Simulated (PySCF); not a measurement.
**Relaxation of singlet MgCl₂**

Level of theory: PySCF, PBE0, basis Mg def2-TZVP, Cl def2-TZVP (no relativity, density fitting). A (50,194) grid was used.

A hand-made linear start, of D∞h symmetry, held to at least that symmetry:

```xyz
3
charge 0 multiplicity 1, angstrom
Mg    0.0000    0.0000    0.0000
Cl    0.0000    0.0000    2.3800
Cl    0.0000    0.0000   -2.3800
```

Optimiser trace:
| step | E − E(last) (kJ/mol) | largest gradient (Eh/bohr) |
| --- | --- | --- |
| 0 | 44.03 | 0.03674 |
| 1 | 11.90 | 0.02195 |
| 2 | 1.88 | 0.01052 |
| 3 | 0.07 | 0.00195 |
| 4 | 0.00 | 0.00014 |
| 5 | 0.00 | 0.00000 |

It ends at D∞h with Mg–Cl 2.170 Å (×2); Cl–Mg–Cl 180.0°. A frequency run shows a minimum. Other isomers or separated fragments may lie lower.

Final geometry:
```xyz
3
charge 0 multiplicity 1, angstrom
Mg    0.0000    0.0000    0.0000
Cl    0.0000    0.0000    2.1699
Cl    0.0000    0.0000   -2.1699
```

The relaxation took roughly 17 core-seconds on a shared host.
